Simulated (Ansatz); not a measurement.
# Atomization energy of C2H5Cl, singlet, from cheap to dear

Geometry (MP2(full)/6-31G*, from the G2/97 set):

```tsv
atom	x (Å)	y (Å)	z (Å)
C	0.0947	0.8946	0.0000
C	1.6005	0.7348	0.0000
Cl	-0.7289	-0.6930	0.0000
H	-0.2503	1.4286	0.8852
H	-0.2503	1.4286	-0.8852
H	2.0716	1.7218	0.0000
H	1.9339	0.1912	0.8854
H	1.9339	0.1912	-0.8854
```

Measured, as an electronic atomization energy: 691.1 kcal/mol (G2/97 heats of formation of molecule and atoms, with zero-point and thermal terms from B3LYP taken off; Curtiss et al., J. Chem. Phys. 106, 1063 (1997), Staroverov et al., J. Chem. Phys. 119, 12129 (2003)). The measured value holds scalar relativity and spin–orbit coupling, which all computed ones lack, and core correlation, which the wave-function levels lack. Atoms are taken at the same level; beside RHF, RMP2 and RCC rows they are unrestricted. Ansatz 0.2.0; the 6-31G* set has Cartesian d functions; a miss is computed less measured; times are wall times on shared hosts and scatter by a factor of two or so.

| level | basis | miss (kcal/mol) | time of the run | hardware |
| --- | --- | --- | --- | --- |
| RHF | cc-pV(D+d)Z | -176.7 | – | – |
| RMP2 | cc-pV(D+d)Z | -41.8 | – | – |
| RCCSD(T) | cc-pV(D+d)Z | -46.7 | 1.9 s | 1 CPU thread |
| RCCSDT(Q) | cc-pV(D+d)Z | -46.4 | 6 s | H100 + 2 CPU threads |
| RHF | cc-pV(T+d)Z | -168.9 | – | – |
| RMP2 | cc-pV(T+d)Z | -8.8 | – | – |
| RCCSD(T) | cc-pV(T+d)Z | -15.1 | 1.5 s | H100 + 2 CPU threads |
| RCCSDT(Q) | cc-pV(T+d)Z | -15.1 | 4.3 min | H100 + 2 CPU threads |
| RHF | cc-pV(Q+d)Z | -168.2 | – | – |
| RMP2 | cc-pV(Q+d)Z | 0.9 | – | – |
| RCCSD(T) | cc-pV(Q+d)Z | -5.9 | 3.1 s | H100 + 2 CPU threads |

A dash: the level came out of a higher level's run.

A composite of the best parts (restricted reference, at this geometry, which isn't the minimum of the high levels):

```csv
part,kcal/mol
"Hartree–Fock limit (T, Q; exp(−5.46 √X))",523.05
"CCSD(T) correlation limit (T, Q; X⁻³)",168.55
CCSDT − CCSD(T) (TZ),-0.52
(Q) (TZ),0.47
sum,691.6
sum less measured,0.5
```
